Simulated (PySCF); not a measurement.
H3SiCCH, optimised at PBE0/def2-TZVP:

```xyz
7

C      1.9314     0.2720     0.1602
C      0.7377     0.1033     0.1348
Si    -1.0678    -0.1522     0.0969
H      2.9868     0.4213     0.1825
H     -1.5925     0.2516    -1.2305
H     -1.3657    -1.5855     0.3353
H     -1.7022     0.6712     1.1550
```

Energies from PySCF (xtb for GFN2), thermal terms from the rigid-rotor harmonic-oscillator model, ideal gas at 1 bar. 6-31G* has spherical d functions here. All species are closed-shell singlets. B3LYP is the form with VWN-RPA correlation.

Q: List the harmonic frequencies (cm⁻¹, unscaled) at this level and at the other levels, each on its own geometry.

A: 
- PBE0/def2-TZVP: 233, 233, 639, 680, 680, 730, 730, 928, 942, 942, 2165, 2242, 2245, 2245, 3465
- B3LYP/6-31G*: 241, 241, 642, 675, 675, 698, 698, 950, 950, 959, 2163, 2263, 2266, 2266, 3480
- GFN2-xTB: 214, 214, 533, 533, 674, 683, 683, 785, 785, 794, 2211, 2245, 2245, 2259, 3351
- HF/6-31G*: 263, 263, 660, 753, 753, 839, 839, 1040, 1040, 1044, 2334, 2397, 2397, 2405, 3651
- PBE/def2-SVP: 232, 232, 626, 656, 656, 699, 699, 896, 907, 907, 2087, 2175, 2180, 2180, 3390
